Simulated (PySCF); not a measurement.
## Stretching AlSi

Set-up: PySCF, spin-free X2C with a Gaussian nucleus, basis sets Al jorge-DZP-DKH, Si jorge-DZP-DKH. Energies in eV from Al + Si in their ground configurations at the same level. State: ⁴Σ⁻ (quartet), unpaired electrons σ ↑, π ↑↑.

All columns are PBE0. A positive dipole means Al(−)Si(+).

```
R (Å)  E (eV)  μ (D)  Mulliken charge on Al (basis-dependent)  HOMO (eV)  LUMO (eV)  Mayer bond order  ⟨S²⟩
2.094  -1.930  -0.97                                     0.09      -5.61      -3.03              1.84  3.75
2.192  -2.292  -1.06                                     0.10      -5.67      -2.91              1.76  3.75
2.289  -2.487  -1.18                                     0.11      -5.71      -2.81              1.68  3.75
2.362  -2.555  -1.29                                     0.12      -5.73      -2.76              1.62  3.75
2.435  -2.573  -1.42                                     0.14      -5.74      -2.76              1.56  3.75
2.508  -2.553  -1.57                                     0.15      -5.70      -2.76              1.50  3.75
2.606  -2.483  -1.78                                     0.17      -5.58      -2.75              1.43  3.75
2.727  -2.352  -2.08                                     0.19      -5.43      -2.73              1.34  3.75
2.873  -2.156  -2.47                                     0.21      -5.26      -2.70              1.26  3.75
3.068  -1.869  -3.00                                     0.24      -5.07      -2.64              1.18  3.75
```

A fit through these points gives, at Re = 2.429 Å, μ = -1.41 D and dμ/dR = -1.86 D/Å; the reduced mass is 13.74 u.

**Question.** How strong is the fundamental in the double-harmonic approximation, I = 42.26·(dμ/dR)²/μred km/mol?

**Answer.** I = 42.26·(-1.86)²/13.74 = 10.6 km/mol at PBE0.

The state was picked by a PBE0 search and need not be the measured ground state.
